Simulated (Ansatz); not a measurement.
`F[Si]Cl` + H–F → `F[Si]F` + HCl  (ligand exchange at the Si–Cl bond)

Gas-phase electronic energies from Ansatz, PBE0-D4/def2-TZVP geometries. CCSD(T)/CBS is frozen-core, at the limit of the def2 triple- and quadruple-zeta sets. DFT in def2-TZVPP. HSE06 is defined as in plane-wave codes.

CCSD(T)/CBS gives -48.5 kJ/mol.

(1) Another level gave -41.0 kJ/mol. Which?
A. CAM-B3LYP/def2-TZVPP
B. B2PLYP/def2-TZVPP
C. HSE06-D4/def2-TZVPP
D. PBE-QIDH/def2-TZVPP

Largest T1 diagnostic among the species: 0.015.

Results:

(1) C. HSE06-D4 -41.0, CAM-B3LYP -60.3, PBE-QIDH -46.1, B2PLYP -53.5 kJ/mol.

The D4 term adds +3.8 kJ/mol with B3LYP and +1.9 kJ/mol with PBE0; it sums over pairs of atoms, weighted by their polarisabilities, and B3LYP, whose exchange is more repulsive, gets the larger term. Leaving LDA and LC-ωPBE aside and taking each functional with its dispersion term where it has one, the values, not all of them listed here, spread over 20.6 kJ/mol, from CAM-B3LYP-D4 to revPBE-D4. At CCSD(T), def2-SVP lies −4.1 kJ/mol from the extrapolated value and def2-TZVPP −4.2 kJ/mol.

B3LYP here is the variant with VWN-RPA as its local correlation; programs differ in this.
